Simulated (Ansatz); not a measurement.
Relaxation of AlH3O (5 atoms, charge 0, multiplicity 1), to a largest force component of 0.03 eV/Å in at most 50 steps.

These are results of RKS BLYP-D4/def2-mTZVP in Ansatz 0.2.0, not measurements.

```xyz
5
Properties=species:S:1:pos:R:3
Al 0.193 -0.099 0.088
H 0.709 -0.087 1.541
H 1.695 0.182 -0.112
O -1.197 -0.322 -0.887
H -2.072 -0.521 -0.515
```

Where does it end, and by what steps?

The run converged. After 6 steps the energy has fallen by 1.123 eV; H2 moved furthest, 0.53 Å.

```json
{"step": "0", "energy less start (eV)": "0.0000", "largest force component (eV/Å)": "2.064", "accepted": "yes"}
{"step": "1", "energy less start (eV)": "-0.6861", "largest force component (eV/Å)": "1.096", "accepted": "yes"}
{"step": "2", "energy less start (eV)": "-1.0327", "largest force component (eV/Å)": "0.604", "accepted": "yes"}
{"step": "3", "energy less start (eV)": "-1.0101", "largest force component (eV/Å)": "1.562", "accepted": "no"}
{"step": "4", "energy less start (eV)": "-1.1096", "largest force component (eV/Å)": "0.169", "accepted": "yes"}
{"step": "5", "energy less start (eV)": "-1.1227", "largest force component (eV/Å)": "0.052", "accepted": "yes"}
{"step": "6", "energy less start (eV)": "-1.1229", "largest force component (eV/Å)": "0.013", "accepted": "yes"}
```

```xyz
5
Properties=species:S:1:pos:R:3
Al 0.353 -0.084 0.185
H 0.237 -0.186 1.768
H 1.690 0.212 -0.608
O -1.039 -0.301 -0.807
H -1.913 -0.488 -0.423
```

Whether the end is a true minimum wasn't checked by a vibrational analysis.

Run time: 3.7 s on 1 thread of Intel(R) Xeon(R) 6975P-C (Granite Rapids) (shared host), peak memory 0.12 GiB.
